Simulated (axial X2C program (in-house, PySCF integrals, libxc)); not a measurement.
**All-electron X2C curves of SB⁺**

Aim: find the lowest determinant of SB⁺, scan the bond at several levels and fit the constants, once spin-free and once with spin–orbit coupling.

Program: an in-house X2C program for linear molecules on PySCF integrals. Level of theory: all-electron X2C, S dyall-av3z, B dyall-v3z. These are calculated values, not measurements.

**1. The job**

File task.json:

```json
{"zs": [16, 5], "q": 1, "bas": ["dyall-av3z", "dyall-v3z"], "levels": ["PBE0", "HF", "r2SCAN"], "cc": true, "r0": 1.72, "thr": -2.0, "nmax": 90, "npts": 10, "nst": 2, "ntry": 6}
```

Keys: zs atomic numbers; q charge; bas basis sets; levels methods (HF also brings MP2); cc coupled cluster on or off; r0 starting distance in Å; thr threshold in hartree for freezing inner shells (an s shell follows its p shell); nmax most natural virtual spinors; npts points asked for on the curve; nst determinants followed; ntry starts of the search.

Started as:

```bash
> python so2c.py task.json out
```

Spin-free means the one-electron spin-free X2C Hamiltonian; two-component (2c) means X2C with spin–orbit coupling and atomic mean-field two-electron Coulomb and Gaunt terms. Basis: S dyall-av3z contracted to [9s8p3d2f], B dyall-v3z contracted to [7s6p2d1f]; Gaussian nuclei, density fitting. Masses: S 31.972 u, B 11.009 u.

Notation: σ, π±, δ± give the projection m of an orbital's angular momentum (0, ±1, ±2), α and β its spin, Λ and M_S the sums; ω is the projection of a spinor's total angular momentum and Ω the sum. Logs are in hartree.

The results follow Hamiltonian by Hamiltonian and level by level.

**2. State search with PBE0**

Determinants are compared with PBE0 at 1.720 Å.

Spin-free determinants:

```tsv
ΔE (eV)	state	open shells
0.00	M_S = 1, Λ = 1	beyond closed shells: σα, π+α, π+β, π-α
0.09	M_S = 0, Λ = 1	beyond closed shells: σβ, π+α, π+β, π-α
0.66	M_S = 0, Λ = 0	closed shell
2.90	M_S = 1, Λ = 0	beyond closed shells: π+α, π-α
3.25	M_S = 1, Λ = 0	beyond closed shells: 2 × σα
3.85	M_S = 2, Λ = 1	beyond closed shells: σα, 2 × π+α, π-α
4.15	M_S = 0, Λ = 0	beyond closed shells: π+β, π-α
```

Two-component determinants:

```
ΔE (eV)  state                                     open shells
   0.00  Ω = 2          excess of +ω over −ω: ω = 1/2, ω = 3/2
   0.09  Ω = 1         excess of +ω over −ω: ω = -1/2, ω = 3/2
   0.13  Ω = 1               excess of +ω over −ω: 2 × ω = 1/2
   0.67  Ω = 0                                    closed shell
   3.87  Ω = 3               excess of +ω over −ω: 2 × ω = 3/2
   4.12  Ω = 0                                    closed shell
   5.44  Ω = 4  excess of +ω over −ω: 2 × ω = 1/2, 2 × ω = 3/2
```

**3. PBE0, spin-free**

State followed: M_S = 1, Λ = 1 (beyond closed shells: σα, π+α, π+β, π-α). The scan is laid around 1.711 Å, a first estimate of the minimum, and this SCF restarts from the orbitals of the search.

Output at 1.711 Å:

```text
spin-free X2C-1e  PBE0
basis functions 104  fitting functions 582  grid points 4352
iter        total energy     max residual
   1       -423.305353673     4.92e-01
   2       -423.510501980     5.95e-03
   3       -423.510659146     3.59e-03
   4       -423.510747571     1.58e-03
   5       -423.510768726     5.33e-04
   6       -423.510773081     8.88e-05
   7       -423.510773211     1.84e-05
   8       -423.510773216     4.65e-06
converged
one-electron -626.35994523  Coulomb 207.40432835  exact exchange -7.17370581  xc functional -22.12380989  nuclear repulsion 24.74235937
```

Along the bond, energies from the lowest point:

```csv
R (Å),E (eV),μ (D),HOMO (eV),LUMO (eV),iterations
1.489,1.0182,1.26,-16.30,-14.68,24
1.557,0.4206,1.53,-16.40,-14.36,24
1.608,0.1642,1.74,-16.46,-14.13,21
1.660,0.0331,1.95,-16.49,-13.91,20
1.711,0.0000,2.16,-16.26,-13.69,8
1.771,0.0546,2.40,-16.01,-13.46,21
1.831,0.1818,2.63,-15.77,-13.24,20
1.908,0.4152,2.91,-15.48,-12.97,22
2.002,0.7557,3.22,-15.16,-12.68,23
2.139,1.2656,3.61,-14.76,-12.30,23
```

Dipoles are positive if B is the positive end and refer to the centre of mass.

Outer orbitals at the reference distance:

```
symmetry  occupied  ε (eV)           atomic character
      σα       yes  -29.79  61% S s, 16% B p, 13% B s
      σβ       yes  -28.42  60% S s, 17% B p, 13% B s
      σα       yes  -20.71  53% S p, 27% B s, 13% S s
      σβ       yes  -19.63  60% S p, 17% B s, 15% S s
     π+α       yes  -17.37   73% S p, 20% B p, 5% B d
     π-α       yes  -17.37   73% S p, 20% B p, 5% B d
      σα       yes  -16.56  49% B p, 24% B s, 17% S p
     π+β       yes  -16.26   73% S p, 19% B p, 6% B d
     π-β        no  -13.69   71% S p, 22% B p, 5% B d
      σβ        no  -10.98  38% B p, 35% B s, 12% S p
     π-α        no   -9.78  59% B p, 17% S p, 16% S d
     π+α        no   -9.78  59% B p, 17% S p, 16% S d
```

PBE0 fields in the half plane through the axis: z from -2.4 to 3.9 Å across, distance from the axis 0.15 to 2.25 Å upwards; S lies at z = 0 and B at z = 1.711 Å; the ELF is damped to zero where the density is low.

log10 density (e/bohr³). Ten even steps from ' ' (-5.43 ) to '@' (1.22 ):
```
    ....::::::::------::::::::::::......    
  ....::::----------------------::::::....  
  ..::::----==================------::::....
..::::--====++++++++++++++==========----::..
..::--====++++******++++++++++++++====--::::
::::--==++++******************++++++====--::
::----==++****######**************++++==--::
::--====++**##%%@@%%########%%****++++==--::
```

ELF. Ten even steps from '0' (0.00 ) to '9' (1.00 ):
```
0000000000000000000000
0000001121100000000000
0000124443321123431000
0001356776543346887300
0003678887666568999820
0015789877777569999960
0026898111788107999981
0036894576496592999992
```

Re = 1.706 Å, ωe = 983 cm⁻¹, ωexe = 6.92 cm⁻¹, Be = 0.7075 cm⁻¹, De = 3.36 eV, μ = 2.14 D.

**4. HF, spin-free**

The SCF at the reference distance of 1.711 Å:

```text
spin-free X2C-1e  HF
basis functions 104  fitting functions 582  grid points 4352
iter        total energy     max residual
   1       -422.908080752     1.21e-01
   2       -422.920041259     9.84e-03
   3       -422.920933903     6.66e-03
   4       -422.921091855     2.61e-03
   5       -422.921118520     6.80e-04
   6       -422.921125560     5.42e-04
   7       -422.921129035     2.96e-04
   8       -422.921130157     1.86e-04
   9       -422.921130496     9.20e-05
  10       -422.921130579     3.95e-05
  11       -422.921130597     1.58e-05
  12       -422.921130600     4.77e-06
  13       -422.921130601     2.03e-06
converged
one-electron -626.25020592  Coulomb 207.32464150  exact exchange -28.73792554  xc functional 0.00000000  nuclear repulsion 24.74235937
```

Re = 1.699 Å, ωe = 999 cm⁻¹, ωexe = 8.53 cm⁻¹, Be = 0.7135 cm⁻¹, De = 2.16 eV, μ = 2.69 D.

**5. r2SCAN, spin-free**

Output at 1.711 Å:

```text
spin-free X2C-1e  r2SCAN
basis functions 104  fitting functions 582  grid points 4352
iter        total energy     max residual
   1       -423.637265987     4.02e-02
   2       -423.638301136     2.57e-03
   3       -423.638349187     1.96e-03
   4       -423.638353870     4.72e-04
   5       -423.638355123     1.76e-04
   6       -423.638355167     6.24e-05
   7       -423.638355173     6.21e-06
converged
one-electron -626.34892366  Coulomb 207.40196258  exact exchange 0.00000000  xc functional -29.43375347  nuclear repulsion 24.74235937
```

Re = 1.711 Å, ωe = 975 cm⁻¹, ωexe = 6.56 cm⁻¹, Be = 0.703 cm⁻¹, De = 3.48 eV, μ = 2.13 D.

**6. MP2 and beyond, spin-free**

Correlated methods: 8 electrons correlated (frozen shells, counted by type: S 2 s, 1 p; B 1 s), 176 virtual spinors in MP2, 90 natural virtuals in coupled cluster.

Output of the correlated part at 1.711 Å:

```text
correlated 8  virtual 176  natural virtual 90  E(MP2) -0.186951595  MP2 remainder -0.002694726
iter   CCSD correlation   residual
   1     -0.201179067   1.09e-01
   2     -0.208373405   4.86e-02
   3     -0.210334350   2.31e-02
   4     -0.210630597   1.00e-02
   5     -0.210705927   3.14e-03
   6     -0.210696938   1.11e-03
   7     -0.210700987   4.72e-04
   8     -0.210700780   2.00e-04
   9     -0.210698857   8.04e-05
  10     -0.210699373   3.14e-05
  11     -0.210699437   1.28e-05
  12     -0.210699663   5.28e-06
  13     -0.210699648   2.58e-06
(T) -0.011576793  T1 0.0326  D1 0.0504  max T2 0.068
```

T1 in the output is the amplitude norm over the root of the electron number; divide by √2 for the Lee–Taylor value.

MP2: Re = 1.703 Å, ωe = 1013 cm⁻¹, Be = 0.7095 cm⁻¹, De = 2.95 eV.

CCSD: Re = 1.712 Å, ωe = 964 cm⁻¹, ωexe = 8.45 cm⁻¹, Be = 0.7026 cm⁻¹, De = 2.44 eV. T1 at Re = 0.023 (Lee–Taylor, the printed value over √2).

CCSD(T): Re = 1.718 Å, ωe = 951 cm⁻¹, ωexe = 7.6 cm⁻¹, Be = 0.6971 cm⁻¹, De = 2.62 eV. T1 at Re = 0.023 (Lee–Taylor, the printed value over √2).

**7. A higher determinant, spin-free**

State: M_S = 0, Λ = 1 (beyond closed shells: σβ, π+α, π+β, π-α).

Output at the reference distance:

```text
spin-free X2C-1e  PBE0
basis functions 104  fitting functions 582  grid points 4352
iter        total energy     max residual
   1       -423.301999369     4.88e-01
   2       -423.507094804     5.85e-03
   3       -423.507258451     3.77e-03
   4       -423.507337495     1.47e-03
   5       -423.507356483     4.43e-04
   6       -423.507360230     8.69e-05
   7       -423.507360348     1.68e-05
   8       -423.507360354     6.28e-06
converged
one-electron -626.36413047  Coulomb 207.41353200  exact exchange -7.17443754  xc functional -22.12468371  nuclear repulsion 24.74235937
```

```csv
R (Å),E above the lowest PBE0 point (eV)
1.489,1.148
1.557,0.537
1.608,0.272
1.660,0.133
1.711,0.093
1.771,0.141
1.831,0.265
1.908,0.499
2.002,0.850
```

Re = 1.710 Å, ωe = 981 cm⁻¹, ωexe = 6.19 cm⁻¹, Be = 0.704 cm⁻¹, μ = 2.17 D. ⟨S²⟩ = 1.02 against 0.00 for a pure state, so this determinant mixes spins. Te = 0.09 eV.

**8. The spin-free curves together**

Energy (eV) of the followed determinant, spin-free, from each level's lowest point:

```csv
R (Å),PBE0,HF,MP2,CCSD,CCSD(T),r2SCAN
1.489,1.018,0.982,1.037,n/a,n/a,1.061
1.557,0.421,0.391,0.425,0.448,0.479,0.449
1.608,0.164,0.143,0.163,0.182,0.202,0.182
1.660,0.033,0.022,0.031,0.042,0.052,0.042
1.711,0.000,0.000,0.000,0.000,0.000,0.000
1.771,0.055,0.066,0.062,0.044,0.033,0.046
1.831,0.182,0.202,0.201,0.159,0.139,0.166
1.908,0.415,0.437,0.456,0.370,0.344,0.394
2.002,0.756,0.757,0.831,n/a,n/a,0.734
2.139,1.266,1.178,1.389,n/a,n/a,1.258
```

**9. PBE0, 2c**

State followed: Ω = 2 (excess of +ω over −ω: ω = 1/2, ω = 3/2). The scan is laid around 1.711 Å, a first estimate of the minimum, and this SCF restarts from the orbitals of the search.

Output at 1.711 Å:

```text
two-component X2C + atomic mean field  PBE0
basis functions 104  fitting functions 582  grid points 4352
iter        total energy     max residual
   1       -423.240430820     4.38e-01
   2       -423.450407448     6.29e-03
   3       -423.450571556     3.51e-03
   4       -423.450655731     1.60e-03
   5       -423.450677693     5.25e-04
   6       -423.450681866     9.14e-05
   7       -423.450682009     1.63e-05
   8       -423.450682014     4.53e-06
converged
one-electron -626.20456577  Coulomb 207.36454672  exact exchange -7.17231359  xc functional -22.11948539  nuclear repulsion 24.74235937  atomic mean-field constant -0.06122335
```

Along the bond, energies from the lowest point:

```csv
R (Å),E (eV),μ (D),HOMO (eV),LUMO (eV),iterations
1.489,1.0198,1.26,-16.30,-14.66,24
1.557,0.4217,1.53,-16.40,-14.33,23
1.608,0.1649,1.74,-16.46,-14.10,21
1.660,0.0335,1.95,-16.49,-13.88,20
1.711,0.0000,2.16,-16.28,-13.67,8
1.771,0.0542,2.40,-16.03,-13.44,22
1.831,0.1812,2.63,-15.79,-13.22,21
1.908,0.4141,2.91,-15.50,-12.95,22
2.002,0.7543,3.22,-15.19,-12.65,25
2.139,1.2637,3.61,-14.78,-12.27,24
```

Dipoles are positive if B is the positive end and refer to the centre of mass.

Outer spinors at the reference distance:

```csv
ω,occupied,ε (eV),atomic character,λ mixture
1/2,yes,-29.79,"61% S s, 16% B p, 13% B s",100% σ
-1/2,yes,-28.41,"60% S s, 17% B p, 13% B s",100% σ
1/2,yes,-20.71,"53% S p, 27% B s, 13% S s",100% σ
-1/2,yes,-19.62,"60% S p, 17% B s, 15% S s",100% σ
-1/2,yes,-17.38,"73% S p, 20% B p, 5% B d",100% π
3/2,yes,-17.33,"72% S p, 21% B p, 5% B d",100% π
1/2,yes,-16.56,"49% B p, 24% B s, 18% S p",100% σ
1/2,yes,-16.28,"73% S p, 19% B p, 5% B d",100% π
-3/2,no,-13.67,"71% S p, 22% B p, 5% B d",100% π
-1/2,no,-10.98,"38% B p, 35% B s, 12% S p",100% σ
-1/2,no,-9.79,"59% B p, 17% S p, 16% S d",100% π
3/2,no,-9.77,"59% B p, 17% S p, 16% S d",100% π
```

PBE0 fields in the half plane through the axis: z from -2.4 to 3.9 Å across, distance from the axis 0.15 to 2.25 Å upwards; S lies at z = 0 and B at z = 1.711 Å; the ELF is damped to zero where the density is low.

log10 density (e/bohr³). Ten even steps from '0' (-5.43 ) to '9' (1.22 ):
```
0011222233322222211100
0112233333333333222110
0122334444444443332211
1223445555555444443321
1234455666555555544322
2234556666666665554432
2334566777666666655432
2344567898777786655432
```

ELF. Ten even steps from '0' (0.00 ) to '9' (1.00 ):
```
0000000000000000000000
0000001121100000000000
0000124443321123431000
0001356776543346887300
0003678887666568999820
0015789877777569999960
0026898111788107999981
0036894576496592999992
```

Re = 1.706 Å, ωe = 982 cm⁻¹, ωexe = 6.92 cm⁻¹, Be = 0.7073 cm⁻¹, De = 3.38 eV, μ = 2.14 D.

**10. HF, 2c**

The SCF at the reference distance of 1.711 Å:

```text
two-component X2C + atomic mean field  HF
basis functions 104  fitting functions 582  grid points 4352
iter        total energy     max residual
   1       -422.848137383     1.21e-01
   2       -422.860089313     9.80e-03
   3       -422.860980165     6.65e-03
   4       -422.861137270     2.60e-03
   5       -422.861163509     6.61e-04
   6       -422.861170290     5.29e-04
   7       -422.861173607     2.86e-04
   8       -422.861174676     1.81e-04
   9       -422.861175001     8.98e-05
  10       -422.861175081     3.89e-05
  11       -422.861175099     1.56e-05
  12       -422.861175102     4.71e-06
  13       -422.861175102     2.00e-06
converged
one-electron -626.09489164  Coulomb 207.28488207  exact exchange -28.73230155  xc functional 0.00000000  nuclear repulsion 24.74235937  atomic mean-field constant -0.06122335
```

Re = 1.699 Å, ωe = 999 cm⁻¹, ωexe = 8.55 cm⁻¹, Be = 0.7133 cm⁻¹, De = 2.17 eV, μ = 2.69 D.

**11. r2SCAN, 2c**

The SCF at the reference distance of 1.711 Å:

```text
two-component X2C + atomic mean field  r2SCAN
basis functions 104  fitting functions 582  grid points 4352
iter        total energy     max residual
   1       -423.577094737     4.02e-02
   2       -423.578130194     2.58e-03
   3       -423.578178605     1.96e-03
   4       -423.578183308     4.69e-04
   5       -423.578184554     1.76e-04
   6       -423.578184598     6.23e-05
   7       -423.578184604     6.23e-06
converged
one-electron -626.19350329  Coulomb 207.36213630  exact exchange 0.00000000  xc functional -29.42795364  nuclear repulsion 24.74235937  atomic mean-field constant -0.06122335
```

Re = 1.711 Å, ωe = 975 cm⁻¹, ωexe = 6.56 cm⁻¹, Be = 0.7028 cm⁻¹, De = 3.50 eV, μ = 2.13 D.

**12. Correlated methods, 2c**

Correlated methods: 8 electrons correlated (frozen shells, counted by type: S 2 s, 1 p; B 1 s), 176 virtual spinors in MP2, 90 natural virtuals in coupled cluster.

Output of the correlated part at 1.711 Å:

```text
correlated 8  virtual 176  natural virtual 90  E(MP2) -0.186944165  MP2 remainder -0.002692094
iter   CCSD correlation   residual
   1     -0.201173579   1.08e-01
   2     -0.208360997   4.85e-02
   3     -0.210316677   2.30e-02
   4     -0.210610962   9.97e-03
   5     -0.210685577   3.11e-03
   6     -0.210676670   1.09e-03
   7     -0.210680685   4.62e-04
   8     -0.210680482   1.95e-04
   9     -0.210678593   7.86e-05
  10     -0.210679091   3.07e-05
  11     -0.210679146   1.25e-05
  12     -0.210679366   5.13e-06
  13     -0.210679351   2.50e-06
(T) -0.011570085  T1 0.0325  D1 0.0500  max T2 0.068
```

MP2: Re = 1.704 Å, ωe = 1012 cm⁻¹, Be = 0.7093 cm⁻¹, De = 2.94 eV.

CCSD: Re = 1.712 Å, ωe = 964 cm⁻¹, ωexe = 8.47 cm⁻¹, Be = 0.7024 cm⁻¹, De = 2.44 eV. T1 at Re = 0.023 (Lee–Taylor, the printed value over √2).

CCSD(T): Re = 1.719 Å, ωe = 951 cm⁻¹, ωexe = 7.6 cm⁻¹, Be = 0.6969 cm⁻¹, De = 2.62 eV. T1 at Re = 0.023 (Lee–Taylor, the printed value over √2).

**13. A higher determinant, 2c**

State: Ω = 1 (excess of +ω over −ω: ω = -1/2, ω = 3/2).

Output at the reference distance:

```text
two-component X2C + atomic mean field  PBE0
basis functions 104  fitting functions 582  grid points 4352
iter        total energy     max residual
   1       -423.236981115     4.35e-01
   2       -423.446917926     6.17e-03
   3       -423.447088534     3.69e-03
   4       -423.447163158     1.50e-03
   5       -423.447182848     4.36e-04
   6       -423.447186433     9.09e-05
   7       -423.447186564     1.58e-05
   8       -423.447186569     6.64e-06
converged
one-electron -626.20876053  Coulomb 207.37368457  exact exchange -7.17299207  xc functional -22.12025455  nuclear repulsion 24.74235937  atomic mean-field constant -0.06122335
```

```csv
R (Å),E above the lowest PBE0 point (eV)
1.489,1.152
1.557,0.541
1.608,0.275
1.660,0.135
1.711,0.095
1.771,0.143
1.831,0.267
1.908,0.500
2.002,0.850
```

Re = 1.710 Å, ωe = 981 cm⁻¹, ωexe = 6.2 cm⁻¹, Be = 0.7038 cm⁻¹, μ = 2.18 D. Te = 0.10 eV.

**14. The 2c curves together**

Energy (eV) of the followed determinant, 2c, from each level's lowest point:

```csv
R (Å),PBE0,HF,MP2,CCSD,CCSD(T),r2SCAN
1.489,1.020,0.983,1.039,n/a,n/a,1.063
1.557,0.422,0.392,0.426,0.450,0.480,0.450
1.608,0.165,0.143,0.164,0.182,0.203,0.183
1.660,0.033,0.022,0.031,0.042,0.052,0.042
1.711,0.000,0.000,0.000,0.000,0.000,0.000
1.771,0.054,0.066,0.062,0.044,0.033,0.046
1.831,0.181,0.201,0.201,0.158,0.138,0.166
1.908,0.414,0.436,0.455,0.369,0.343,0.393
2.002,0.754,0.755,0.830,n/a,n/a,0.733
2.139,1.264,1.176,1.387,n/a,n/a,1.257
```

The whole job took 59 s on 1 thread of Arm Neoverse V2, shared host; peak memory 0.45 GiB.

**15. Constants**

Lowest determinant that the search found at its distance, spin-free: M_S = 1, Λ = 1 (beyond closed shells: σα, π+α, π+β, π-α).

Lowest determinant that the search found at its distance, 2c: Ω = 2 (excess of +ω over −ω: ω = 1/2, ω = 3/2).

```csv
Hamiltonian,level,Re (Å),ωe (cm⁻¹),De (eV),μ (D)
spin-free,PBE0,1.706,983,3.36,2.14
spin-free,HF,1.699,999,2.16,2.69
spin-free,MP2,1.703,1013,2.95,n/a
spin-free,CCSD,1.712,964,2.44,n/a
spin-free,CCSD(T),1.718,951,2.62,n/a
spin-free,r2SCAN,1.711,975,3.48,2.13
2c,PBE0,1.706,982,3.38,2.14
2c,HF,1.699,999,2.17,2.69
2c,MP2,1.704,1012,2.94,n/a
2c,CCSD,1.712,964,2.44,n/a
2c,CCSD(T),1.719,951,2.62,n/a
2c,r2SCAN,1.711,975,3.50,2.13
```

Dipoles are positive if B is the positive end and refer to the centre of mass.

Time per point (s) on 1 thread of Arm Neoverse V2, shared host (2c runs; CCSD comes with the CCSD(T) run); the times are rough: PBE0 0.33, HF 0.16, MP2 0.2, CCSD(T) 1.9, r2SCAN 0.48.

In words: At CCSD(T), going from spin-free to two-component changes Re by 0 mÅ, ωe by -0.1 %, which is small (part of it comes from the scalar share of the two-electron terms). De moves by 0.00 eV; both De rest on single-determinant atoms, which can miss part of an open shell's spin–orbit lowering.

De refers to S + B+, each in the lowest determinant found, which need not be this curve's own limit. Each curve is one determinant whose occupation by symmetry is held fixed; it was picked as the lowest of a PBE0 search that is not exhaustive. Dissociation energies refer to the lowest single-determinant-based atoms at the same level and basis. Density functionals use the spin component along the axis (collinear). Coupled cluster ran in a truncated set of natural virtual spinors; the MP2 energy of the rest was added. The meta-GGAs lack a current-density term, which matters for open shells with orbital currents, atoms included. With several unpaired electrons one determinant need not be a pure state. At some level an empty orbital lies below a filled one. T1 at Re is 0.023 (Lee–Taylor), above the customary mark of 0.02.
